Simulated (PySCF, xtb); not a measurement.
Bonds broken one at a time in the series allyl-X. All species are isolated molecules in the gas phase. One relaxed conformer stands for each flexible species; it need not be the lowest. Strings in code marks are SMILES.

Quantity: homolytic bond dissociation enthalpy at 298 K (no spin–orbit term), in kJ/mol. Thermal and zero-point terms are GFN2-xTB rigid-rotor harmonic values (xtb).

Level 1: PBE-D3(BJ)/def2-TZVP // PBE0-D4/def2-TZVP (PySCF)
Level 2: BP86/6-31G* // PBE0-D4/def2-TZVP (PySCF)
Level 3: PBE/6-31G* // PBE0-D4/def2-TZVP (PySCF)
Level 4: SVWN5/6-31G* // PBE0-D4/def2-TZVP (PySCF)

| species | level 1 | level 2 | level 3 | level 4 |
|---|---|---|---|---|
| C–O bond of `C=CCOC` (C–C–C–O torsion -130°, C–C–O–C torsion -177°), giving `C[O]` and `[CH2]C=C` | 270.0 | (withheld) | 276.3 | 360.1 |
| C–C bond of `C#CCC=C`, giving `[CH2]C=C` and `[C]#C` | 462.4 | 454.0 | 463.3 | 537.8 |
| C–O bond of `C=CCO` (C–C–C–O torsion 123°, C–C–O–H torsion -56°), giving `[CH2]C=C` and `[OH]` | 336.7 | (withheld) | 344.1 | (withheld) |

### Question
Complete the blanks.

### Answer

- C–O bond of `C=CCOC` (C–C–C–O torsion -130°, C–C–O–C torsion -177°), giving `C[O]` and `[CH2]C=C`, level 2: 267.5
- C–O bond of `C=CCO` (C–C–C–O torsion 123°, C–C–O–H torsion -56°), giving `[CH2]C=C` and `[OH]`, level 2: 335.2
- C–O bond of `C=CCO` (C–C–C–O torsion 123°, C–C–O–H torsion -56°), giving `[CH2]C=C` and `[OH]`, level 4: 435.9
